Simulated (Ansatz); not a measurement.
## What a trial cell of Ca relaxes into

Level of theory: Ansatz 0.2.0, DFT PBEsol, scalar-relativistic, plane waves, PAW. Cutoff 420 eV, Γ-centred k mesh, Gaussian smearing, no spin polarisation in the final step.

This is the end of a relaxation of cell and atoms.

```
CELL_PARAMETERS angstrom
0.00000 4.21860 4.21860
4.21860 0.00000 4.21860
4.21860 4.21860 0.00000
ATOMIC_POSITIONS crystal
Ca 0.00000 0.00000 0.00000
Ca 0.25000 0.25000 0.25000
```

Energies count from the standard state of Ca at the same level.

Problem. What space group does it have?

Solution. Fd-3m (No. 227). Conventional cell: a = 8.437 Å. Ca has 4 Ca at 3.65 Å.

Problem. How far above the standard state of Ca does it lie?

Solution. 1.11 eV/atom.

Problem. Is it a metal?

Solution. Yes, bands cross the Fermi level on the 12×12×12 mesh.

The final run used a 12×12×12 mesh on its 2-atom cell and 0.10 eV smearing. For metals, differences of a few meV/atom aren't resolved. The cell came from a trial start, so Ca may not exist in this structure.